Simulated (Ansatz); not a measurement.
**CS2 (singlet): the correlation ladder, 6-31G**

How much of the correlation energy of CS2 (singlet) does each wave-function method recover here?

Program: Ansatz 0.2.0, Gaussian basis. Level of theory: 6-31G, core rule «outside noble gas», up to 11 orbitals frozen. These are calculated values, not measurements.

To be run: UHF; CCSD(T) on RHF; BCCD(T) on RHF; CISD; CCSDT(Q) on RHF; CISDTQ; CCSDTQ on RHF; CASSCF and MRCISD+Q, 16 electrons in 12 orbitals; CASSCF and NEVPT4(SD), 16 electrons in 12 orbitals; CASSCF and NEVPT2, 16 electrons in 12 orbitals.

18 further runs of the same task are left out: 1 that didn't finish, 17 set aside as unsound or not needed.

## (1) The system

The geometry is an MP2(full)/6-31G* stationary point (not a proven minimum).

3 atoms, charge 0, spin multiplicity 1.

Atoms are counted from 1 here; the program's logs count them from 0.

Bond lengths: S1–C2 1.561 Å, C2–S3 1.561 Å. Angles: S1–C2–S3 180.0°.

## (2) UHF

Contents of in.yaml:

```yaml
crystal:
  periodic: [false, false, false]
  atoms:
    - {symbol: S, position_ang: [0.000000, 0.000000, 1.561117]}
    - {symbol: C, position_ang: [0.000000, 0.000000, 0.000000]}
    - {symbol: S, position_ang: [0.000000, 0.000000, -1.561117]}
basis:
  gaussian: {orbitals: 6-31G}
magnetization: {spin_polarized: true, initial_magnetization: 0}
hamiltonian: {xc: hf}
output: {orbitals: {seedname: orbitals}}
```

On the command line:

```bash
$ ansatz run in.yaml --threads 1 --pin off --events-out ev --progress --plain --max-ram 4096MiB --backend cpu
```

Further steps of the session: CCSD(T) on RHF; BCCD(T) on RHF; CISD; CCSDT(Q) on RHF; CISDTQ; CCSDTQ on RHF; CASSCF and MRCISD+Q, 16 electrons in 12 orbitals; CASSCF and NEVPT4(SD), 16 electrons in 12 orbitals; CASSCF and NEVPT2, 16 electrons in 12 orbitals.

**Question.** What will the summary of the whole plan be? Wanted: RCCSDTQ below the RHF energy; RMP2 from RCCSDTQ; RCCSD from RCCSDTQ; RCCSD(T) from RCCSDTQ; RCCSDT(Q) from RCCSDTQ; NEVPT2 valence from RCCSDTQ; NEVPT4(SD) valence from RCCSDTQ; MRCISD+Q valence from RCCSDTQ; T1 diagnostic.

**Answer**, as computed:

```
                         quantity                                                   value
     RCCSDTQ below the RHF energy                                              -6.3715 eV
                RMP2 from RCCSDTQ                                              +417.0 meV
               RCCSD from RCCSDTQ                                              +410.7 meV
            RCCSD(T) from RCCSDTQ                                               +40.5 meV
           RCCSDT(Q) from RCCSDTQ                                                +1.5 meV
      NEVPT2 valence from RCCSDTQ                                              +528.8 meV
  NEVPT4(SD) valence from RCCSDTQ                                               +71.4 meV
    MRCISD+Q valence from RCCSDTQ                                               +24.0 meV
levels within 1 kcal/mol (43 meV)  RCCSD(T), BCCD(T), RCCSDT, RCCSDT(Q), MRCISD+Q valence
                    T1 diagnostic                                                   0.022
   effectively unpaired electrons                                                    0.11
```

What this shows: RCCSD(T) misses by +40.5 meV, 0.6 % of the correlation energy. One determinant dominates. Of the multireference levels listed MRCISD+Q valence comes nearest in total energy (+24.0 meV), which doesn't show that its space is the better one. These misses are within one basis, not against nature.
